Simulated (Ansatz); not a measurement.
# BH3 (SMILES B): CCSD/6-31G(d) (spherical functions)

What is the vertical electron affinity of BH3 at CCSD/6-31G* (spherical functions)? 

Program for the calculation: Ansatz 0.2.0.

54 further runs of the same task are left out: 54 set aside as unsound or not needed.

**1. The system as given**

The species is BH3 (4 atoms), meant as a singlet with charge 0. SMILES: `B`. Geometry: relaxed at PBE0-D4/def2-TZVP.

Bond lengths: B1–H2 1.193 Å, B1–H3 1.193 Å, B1–H4 1.193 Å. Angles: H2–B1–H3 120.0°, H2–B1–H4 120.0°, H3–B1–H4 120.0°.

**2. A single-point energy at CCSD/6-31G(d) (spherical functions)**

input.yaml

```yaml
crystal:
  periodic: [false, false, false]
  atoms:
    - {symbol: B, position_ang: [0.013900, -0.015100, -0.005100]}
    - {symbol: H, position_ang: [0.982200, 0.381700, 0.568800]}
    - {symbol: H, position_ang: [-0.276200, -1.171800, 0.043000]}
    - {symbol: H, position_ang: [-0.664400, 0.744900, -0.626900]}
basis:
  gaussian: {orbitals: 6-31G_st_-spherical.json}
correlation: {method: ccsd, frozen_orbitals: {B: 1, H: 0}}
accuracy: high
scf: {omitted_lower_state_checks: [cluster_reference, increment]}
```

The basis set 6-31G* is read from a file made from the Basis Set Exchange's data (not shown).

Command:

```
$ ansatz run input.yaml --threads 1 --pin off --max-ram 2610MiB --events-out events.jsonl --progress --plain --runs-dir runs
```

What it wrote, cut to the lines that bear on the results:

```text
Warning: RAYON_NUM_THREADS=1 ignored (pool sized by the plan → 1); use --threads N
Functional definition: HF
  name "HF"
[...]
417 factors; integrals over basis functions are off by at most 2.5e-9 eV
[...]
mean field -718.08936759 eV, -26.3892975205 hartree, gradient 1.2e-8 eV, S^2 0.000000; 0 other end points of the search recorded, 0 dependent functions left out
1 core orbitals not correlated: weight in the atoms' cores, before any rotation towards them, 1.000 or more for the frozen orbitals, at most 0.000 for the correlated occupied ones
reference -718.08936759 eV, -26.3892975205 hartree; 3, 3 occupied and 16, 16 virtual orbitals, 417 factors
second order -2.01121431 eV of doubles, -0.00000000 eV of singles
cycle   1  -2.39331928 eV  change   -3.8e-1 eV  update   4.1e-2
[...]
cycle  16  -2.53142220 eV  change   2.6e-10 eV  update  6.2e-10
Total energy: -720.62078980 eV, -26.4823255707 hartree
Checks for a lower state left out: cluster_reference, increment
```

Run time: 0.18 s. Hardware: 1 thread of Arm Neoverse V1, shared host.

**3. The doublet anion, same level**

in.yaml

```yaml
basis:
  gaussian: {orbitals: 6-31G_st_-spherical.json}
crystal:
  periodic: [false, false, false]
  atoms:
    - {symbol: B, position_ang: [0.013900, -0.015100, -0.005100]}
    - {symbol: H, position_ang: [0.982200, 0.381700, 0.568800]}
    - {symbol: H, position_ang: [-0.276200, -1.171800, 0.043000]}
    - {symbol: H, position_ang: [-0.664400, 0.744900, -0.626900]}
total_charge: -1
magnetization: {spin_polarized: true, initial_magnetization: 1}
correlation: {method: ccsd, frozen_orbitals: {B: 1, H: 0}}
accuracy: high
scf: {omitted_lower_state_checks: [cluster_reference, increment]}
```

The basis set 6-31G* is read from a file made from the Basis Set Exchange's data (not shown).

Command:

```
$ ansatz run in.yaml --threads 1 --pin off --max-ram 2610MiB --events-out events.jsonl --progress --plain --runs-dir runs
```

What it wrote, cut to the lines that bear on the results:

```text
Warning: RAYON_NUM_THREADS=1 ignored (pool sized by the plan → 1); use --threads N
Functional definition: HF
  name "HF"
[...]
417 factors; integrals over basis functions are off by at most 2.5e-9 eV
[...]
mean field -716.42064476 eV, -26.3279730877 hartree, gradient 2.2e-8 eV, S^2 0.762777; 0 other end points of the search recorded, 0 dependent functions left out
1 core orbitals not correlated: weight in the atoms' cores, before any rotation towards them, 1.000 or more for the frozen orbitals, at most 0.000 for the correlated occupied ones
reference -716.42064476 eV, -26.3279730877 hartree; 4, 3 occupied and 15, 16 virtual orbitals, 417 factors
second order -2.28279001 eV of doubles, -0.00000000 eV of singles
cycle   1  -2.67263503 eV  change   -3.9e-1 eV  update   4.6e-2
[...]
cycle  18  -2.82935586 eV  change  -2.9e-10 eV  update  2.6e-10
Total energy: -719.25000062 eV, -26.4319499978 hartree
Checks for a lower state left out: cluster_reference, increment
```

Wall time 0.24 s (1 thread of Arm Neoverse V1, shared host).

**4. Summary of results**

Level: CCSD/6-31G* (spherical functions), 1 core orbital frozen.

| quantity | value |
| --- | --- |
| singlet BH3: total energy | -26.48233 Eh |
| singlet BH3: correlation energy (1 core orbital frozen) | -93.0 mEh |
| singlet BH3: T1 diagnostic | 0.008 |
| doublet anion: total energy | -26.43195 Eh |
| doublet anion: correlation energy (1 core orbital frozen) | -104.0 mEh |
| doublet anion: ⟨S²⟩ of the reference determinant | 0.763 |
| doublet anion: T1 diagnostic | 0.010 |
| vertical electron affinity (to the doublet anion) | -1.371 eV |

In words: The anion lies 1.37 eV (32 kcal/mol) above the neutral: the electron isn't bound at this level, and such a value depends on the basis. Without diffuse functions anions come out too high.
